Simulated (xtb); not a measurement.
xtb input (GFN1-xTB):

```bash
xtb mol.xyz --gfn 1 --sp --chrg 0 --uhf 0
```
mol.xyz:
```
6

N     -0.01289421     0.71390346    -0.08274131
N      0.01143230    -0.71580235    -0.06455095
H      0.22690319     1.11743039     0.81759820
H     -0.95122073     1.00639896    -0.32213030
H     -0.21034728    -1.09592557     0.85047264
H      0.94489814    -1.01461151    -0.31489471
```

Output:

```
           -------------------------------------------------
          |                Calculation Setup                |
           -------------------------------------------------

           -------------------------------------------------
          |                 G F N 1 - x T B                 |
           -------------------------------------------------

        Reference                      10.1021/acs.jctc.7b00118
      * Hamiltonian:
        H0-scaling (s, p, d)           1.850000    2.250000    2.000000
        zeta-weighting                 0.000000
      * Dispersion:
        s8                             2.400000
        a1                             0.630000
        a2                             5.000000
        s9                             0.000000
      * Repulsion:
        kExp                           1.500000
        rExp                           1.000000
      * Coulomb:
        alpha                          2.000000
        third order                    atomic
        anisotropic                    false
      * Halogen bond correction:
        rad-scale                      1.300000
        damping                        0.440000

          ...................................................
          :                      SETUP                      :
          :.................................................:
          :  # basis functions                  16          :
          :  # atomic orbitals                  16          :
          :  # shells                           12          :
          :  # electrons                        14          :
          :  # halogen bonds                     0          :
          :  max. iterations                   250          :
          :  Hamiltonian                  GFN1-xTB          :
          :  restarted?                      false          :
          :  GBSA solvation                  false          :
          :  PC potential                    false          :
          :  electronic temp.          300.0000000     K    :
          :  accuracy                    1.0000000          :
          :  -> integral cutoff          0.2500000E+02      :
          :  -> integral neglect         0.1000000E-07      :
          :  -> SCF convergence          0.1000000E-05 Eh   :
          :  -> wf. convergence          0.2000000E-04 e    :
          :  Broyden damping             0.4000000          :
          :  net charge                          0          :
          :  unpaired electrons                  0          :
          ...................................................

 iter      E             dE          RMSdq      gap      omega  full diag
   1     -8.6038770 -0.860388E+01  0.560E+00    7.55       0.0  T
   2     -8.6056723 -0.179533E-02  0.340E+00    7.83       1.0  T
   3     -8.6058198 -0.147517E-03  0.224E-01    8.07       1.0  T
   4     -8.6059164 -0.965742E-04  0.432E-03    7.98       9.5  T
   5     -8.6059164 -0.282525E-07  0.166E-03    7.98      24.6  T
   6     -8.6059165 -0.535323E-08  0.624E-06    7.98    6543.9  T
   7     -8.6059165 -0.248690E-13  0.105E-06    7.98   38936.7  T

   *** convergence criteria satisfied after 7 iterations ***

         #    Occupation            Energy/Eh            Energy/eV
      -------------------------------------------------------------
         1        2.0000           -0.7696984             -20.9446
         2        2.0000           -0.6972506             -18.9732
         3        2.0000           -0.5514580             -15.0059
         4        2.0000           -0.5453815             -14.8406
         5        2.0000           -0.5169098             -14.0658
         6        2.0000           -0.4021390             -10.9428
         7        2.0000           -0.3970068             -10.8031 (HOMO)
         8                         -0.1038881              -2.8269 (LUMO)
         9                         -0.1037779              -2.8239
        10                         -0.0427536              -1.1634
        11                         -0.0422565              -1.1499
        12                          0.0363612               0.9894
       ...                                ...                  ...
        16                          0.5321948              14.4818
      -------------------------------------------------------------
                  HL-Gap            0.2931187 Eh            7.9762 eV
             Fermi-level           -0.2504474 Eh           -6.8150 eV

 SCC (total)                   0 d,  0 h,  0 min,  0.003 sec
 SCC setup                      ...        0 min,  0.000 sec (  3.557%)
 Dispersion                     ...        0 min,  0.000 sec (  2.534%)
 classical contributions        ...        0 min,  0.000 sec (  1.363%)
 integral evaluation            ...        0 min,  0.000 sec ( 18.618%)
 iterations                     ...        0 min,  0.001 sec ( 37.829%)
 molecular gradient             ...        0 min,  0.001 sec ( 30.106%)
 printout                       ...        0 min,  0.000 sec (  5.647%)

         :::::::::::::::::::::::::::::::::::::::::::::::::::::
         ::                     SUMMARY                     ::
         :::::::::::::::::::::::::::::::::::::::::::::::::::::
         :: total energy              -8.529280758152 Eh    ::
         :: gradient norm              0.021865625931 Eh/a0 ::
         :: HOMO-LUMO gap              7.976166552042 eV    ::
         ::.................................................::
         :: SCC energy                -8.605916452535 Eh    ::
         :: -> electrostatic           0.026088007225 Eh    ::
         :: repulsion energy           0.077447277258 Eh    ::
         :: dispersion energy         -0.000811582875 Eh    ::
         :: halogen bond corr.         0.000000000000 Eh    ::
         :: add. restraining           0.000000000000 Eh    ::
         :: total charge               0.000000000000 e     ::
         :::::::::::::::::::::::::::::::::::::::::::::::::::::

           -------------------------------------------------
          |                Property Printout                |
           -------------------------------------------------

    * Orbital Energies and Occupations

         #    Occupation            Energy/Eh            Energy/eV
      -------------------------------------------------------------
         1        2.0000           -0.7696984             -20.9446
         2        2.0000           -0.6972506             -18.9732
         3        2.0000           -0.5514580             -15.0059
         4        2.0000           -0.5453815             -14.8406
         5        2.0000           -0.5169098             -14.0658
         6        2.0000           -0.4021390             -10.9428
         7        2.0000           -0.3970068             -10.8031 (HOMO)
         8                         -0.1038881              -2.8269 (LUMO)
         9                         -0.1037779              -2.8239
        10                         -0.0427536              -1.1634
        11                         -0.0422565              -1.1499
        12                          0.0363612               0.9894
        13                          0.2684493               7.3049
        14                          0.2954712               8.0402
        15                          0.5283267              14.3765
        16                          0.5321948              14.4818
      -------------------------------------------------------------
                  HL-Gap            0.2931187 Eh            7.9762 eV
             Fermi-level           -0.2504474 Eh           -6.8150 eV

  Mulliken/CM5 charges         n(s)   n(p)   n(d)
     1N    -0.36503 -0.75943   1.445  3.920  0.000
     2N    -0.36503 -0.75943   1.445  3.920  0.000
Note: The following floating-point exceptions are signalling: IEEE_DENORMAL
normal termination of xtb
     3H     0.18011  0.37540   0.820  0.000  0.000
     4H     0.18492  0.38402   0.815  0.000  0.000
     5H     0.18011  0.37540   0.820  0.000  0.000
     6H     0.18492  0.38402   0.815  0.000  0.000

Wiberg/Mayer (AO) data.
largest (>0.10) Wiberg bond orders for each atom

 ---------------------------------------------------------------------------
     #   Z sym  total        # sym  WBO       # sym  WBO       # sym  WBO
 ---------------------------------------------------------------------------
     1   7 N    2.950 --     2 N    1.000     3 H    0.963     4 H    0.961
     2   7 N    2.950 --     1 N    1.000     5 H    0.963     6 H    0.961
     3   1 H    0.974 --     1 N    0.963
     4   1 H    0.985 --     1 N    0.961
     5   1 H    0.974 --     2 N    0.963
     6   1 H    0.985 --     2 N    0.961
 ---------------------------------------------------------------------------

Topologies differ in total number of bonds
Writing topology from bond orders to xtbtopo.mol

 dipole moment from electron density (au)
     X       Y       Z
   0.0101   0.0132   1.0207  total (Debye):    2.595

           -------------------------------------------------
          | TOTAL ENERGY               -8.529280758152 Eh   |
          | GRADIENT NORM               0.021865625931 Eh/α |
          | HOMO-LUMO GAP               7.976166552042 eV   |
           -------------------------------------------------

------------------------------------------------------------------------
------------------------------------------------------------------------
 total:
 SCF:
```
